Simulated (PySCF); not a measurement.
PySCF input (PBE0/def2-TZVP):

```python
import numpy as np, basis_set_exchange as bse
from pyscf import gto, scf, dft, df
from pyscf.prop.nmr import rks as nmr

basis = {'F': gto.basis.parse(bse.get_basis('def2-TZVP', elements=['F'], fmt='nwchem')), 'O': gto.basis.parse(bse.get_basis('def2-TZVP', elements=['O'], fmt='nwchem'))}
mol = gto.M(
    atom='''
    F     0.03923562    1.10057360   -0.27954166
    O    -0.01962367    0.00815420    0.59730772
    F    -0.02179237   -1.10782178   -0.25139853
    ''',
    basis=basis,
    charge=0,
    verbose=4,
    max_memory=2160,
)
mf = dft.RKS(mol, xc='pbe0')
mf.grids.level = 3
mf.conv_tol = 1e-9
mf.max_cycle = 100
print('smallest overlap eigenvalue', np.linalg.eigvalsh(mol.intor('int1e_ovlp'))[0])
mf.kernel()
dip = mf.dip_moment()
n = nmr.NMR(mf)
n.verbose = 2
n.max_cycle_cphf = 60
sigma = n.kernel()
for i, x in enumerate(sigma):
    print(mol.atom_symbol(i), i + 1, round(x.trace() / 3, 3))
```

Output:

```
PySCF version 2.14.0

[INPUT] verbose = 4
[INPUT] num. atoms = 3
[INPUT] num. electrons = 26
[INPUT] charge = 0
[INPUT] spin (= nelec alpha-beta = 2S) = 0
[INPUT] symmetry False subgroup None
[INPUT] Mole.unit = angstrom
[INPUT] Symbol           X                Y                Z      unit          X                Y                Z       unit  Magmom
[INPUT]  1 F      0.039235620000   1.100573600000  -0.279541660000 AA    0.074144576128   2.079782683927  -0.528257177806 Bohr   0.0
[INPUT]  2 O     -0.019623670000   0.008154200000   0.597307720000 AA   -0.037083361859   0.015409204765   1.128748002888 Bohr   0.0
[INPUT]  3 F     -0.021792370000  -1.107821780000  -0.251398530000 AA   -0.041181610905  -2.093479759028  -0.475074369818 Bohr   0.0

nuclear repulsion = 73.7508476139943
number of shells = 33
number of NR pGTOs = 138
number of NR cGTOs = 93
basis = {'F': [[0, [35479.100441, 0.00021545014888], [5318.4728983, 0.0016700686527], [1210.4810975, 0.0086733211476], [342.8551814, 0.035049933175], [112.01943181, 0.11165320133], [40.714740248, 0.25988506647]], [0, [16.039678111, 0.3942296688], [6.503818674, 0.24998238551]], [0, [1.5440477509, 1.0]], [0, [0.61223452862, 1.0]], [0, [0.24027979698, 1.0]], [1, [80.233900483, 0.0063685999134], [18.594010743, 0.04430314353], [5.6867902653, 0.16867248708], [1.9511006294, 0.36166346255]], [1, [0.66970211298, 0.44202901491]], [1, [0.2165130041, 0.2431987573]], [2, [3.107, 1.0]], [2, [0.855, 1.0]], [3, [1.917, 1.0]]], 'O': [[0, [27032.382631, 0.00021726302465], [4052.3871392, 0.0016838662199], [922.3272271, 0.0087395616265], [261.24070989, 0.035239968808], [85.354641351, 0.11153519115], [31.035035245, 0.25588953961]], [0, [12.260860728, 0.39768730901], [4.9987076005, 0.2462784943]], [0, [1.1703108158, 1.0]], [0, [0.46474740994, 1.0]], [0, [0.18504536357, 1.0]], [1, [63.274954801, 0.0060685103418], [14.627049379, 0.041912575824], [4.4501223456, 0.16153841088], [1.5275799647, 0.35706951311]], [1, [0.52935117943, 0.44794207502]], [1, [0.1747842127, 0.24446069663]], [2, [2.314, 1.0]], [2, [0.645, 1.0]], [3, [1.428, 1.0]]]}
ecp = {}
smallest overlap eigenvalue 0.0057437539858053565

******** <class 'pyscf.dft.rks.RKS'> ********
method = RKS
initial guess = minao
damping factor = 0
level_shift factor = 0
DIIS = <class 'pyscf.scf.diis.CDIIS'>
diis_start_cycle = 1
diis_space = 8
diis_damp = 0
SCF conv_tol = 1e-09
SCF conv_tol_grad = None
SCF max_cycles = 100
direct_scf = True
direct_scf_tol = 1e-13
XC library pyscf.dft.libxc version 7.1.2
    S. Lehtola, C. Steigemann, M. J. T. Oliveira, and M. A. L. Marques,  SoftwareX 7, 1–5 (2018)
XC functionals = pbe0
    C. Adamo and V. Barone,  J. Chem. Phys. 110, 6158 (1999)
    M. Ernzerhof and G. E. Scuseria,  J. Chem. Phys. 110, 5029 (1999)
radial grids:
    Treutler-Ahlrichs [JCP 102, 346 (1995); DOI:10.1063/1.469408] (M4) radial grids

becke partition: Becke, JCP 88, 2547 (1988); DOI:10.1063/1.454033
pruning grids: <function nwchem_prune>
grids dens level: 3
symmetrized grids: False
atomic radii adjust function: <function treutler_atomic_radii_adjust>
small_rho_cutoff = 0
Set gradient conv threshold to 3.16228e-05
Initial guess from minao.
tot grids = 42608
init E= -274.7066352965
  HOMO = -0.307800892765982  LUMO = -0.118288772210191  gap/eV = 5.15689
cycle= 1 E= -274.466476827522  delta_E= 0.24  |g|= 0.57  |ddm|= 1.47
  HOMO = -0.394462517667667  LUMO = -0.142936169126138  gap/eV = 6.84438
cycle= 2 E= -274.308808220963  delta_E= 0.158  |g|= 1.16  |ddm|= 0.641
  HOMO = -0.363790978059818  LUMO = -0.101049310632225  gap/eV = 7.14956
cycle= 3 E= -274.514904630869  delta_E= -0.206  |g|= 0.113  |ddm|= 0.466
  HOMO = -0.357607387336408  LUMO = -0.0859056615379376  gap/eV = 7.39338
cycle= 4 E= -274.516715115221  delta_E= -0.00181  |g|= 0.0261  |ddm|= 0.0561
  HOMO = -0.361617077732696  LUMO = -0.0900631585000398  gap/eV = 7.38936
cycle= 5 E= -274.516801480734  delta_E= -8.64e-05  |g|= 0.00595  |ddm|= 0.0118
  HOMO = -0.36050515034183  LUMO = -0.0889470188590108  gap/eV = 7.38947
cycle= 6 E= -274.516806986593  delta_E= -5.51e-06  |g|= 0.000398  |ddm|= 0.00323
  HOMO = -0.360546842029152  LUMO = -0.0889987060672375  gap/eV = 7.38920
cycle= 7 E= -274.516807038525  delta_E= -5.19e-08  |g|= 8.24e-05  |ddm|= 0.000433
  HOMO = -0.360541273463078  LUMO = -0.0889961262494252  gap/eV = 7.38912
cycle= 8 E= -274.51680704061  delta_E= -2.09e-09  |g|= 1.33e-05  |ddm|= 9.76e-05
  HOMO = -0.360539648680565  LUMO = -0.0889950216294987  gap/eV = 7.38911
cycle= 9 E= -274.516807040651  delta_E= -4.09e-11  |g|= 2.48e-06  |ddm|= 1.14e-05
  HOMO = -0.360539619185417  LUMO = -0.0889951296175824  gap/eV = 7.38910
Extra cycle  E= -274.516807040646  delta_E= 4.55e-12  |g|= 4.49e-06  |ddm|= 2.98e-06
converged SCF energy = -274.516807040646
Dipole moment(X, Y, Z, Debye): -0.00997,  0.00415,  0.30360
F 1 -36.745
O 2 -532.193
F 3 -36.741
```
